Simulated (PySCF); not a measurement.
## SH⁺: frontier orbitals

PBE0 at R = 1.370 Å; H def2-TZVP, S def2-TZVP; no relativity (PySCF 2.14). State: ³Σ⁻ (triplet), unpaired electrons π ↑↑. Only the outer orbitals are listed, counted within each symmetry.

```csv
spin,orbital,occ.,ε (eV),on H (%),main shells (%)
α,4σ,1,-31.03,7,92 S s
α,5σ,1,-20.89,25,"65 S p, 25 H s"
α,2π,1,-18.83,0,100 S p
α,2π,1,-18.83,0,100 S p
α,6σ,0,-7.49,62,"62 H s, 25 S p, 16 S d"
α,7σ,0,-2.38,73,"71 H s, 22 S d"
α,3π,0,-0.94,2,97 S d
β,4σ,1,-28.28,12,"84 S s, 11 H s"
β,5σ,1,-20.11,25,"61 S p, 25 H s, 12 S s"
β,2π,0,-13.16,0,100 S p
β,2π,0,-13.16,0,100 S p
β,6σ,0,-6.75,64,"63 H s, 26 S p, 11 S d"
```

Q: Which are the highest filled and the lowest empty level, where do they sit, and how wide is the gap?

A: Highest filled α 2π at -18.83 eV (in %: 100 S p); lowest empty β 2π at -13.16 eV (in %: 100 S p); the gap at PBE0 is 5.67 eV. Both belong to one degenerate shell, split only by its one-sided filling, so this is no excitation gap.

```json
{"bond order (Mayer)": "0.89", "⟨S²⟩": "2.008", "charge on H (Mulliken, basis-dependent)": "0.30", "charge on H (Löwdin, basis-dependent)": "0.11", "dipole moment (positive dipole points towards S; it is taken about the centre of mass and depends on that origin)": "-1.33 D", "polarisability along the bond": "15.1 bohr³", "polarisability across the bond": "10.2 bohr³"}
```

The state is the lowest determinant that a PBE0 search found; another state may lie lower at other levels.
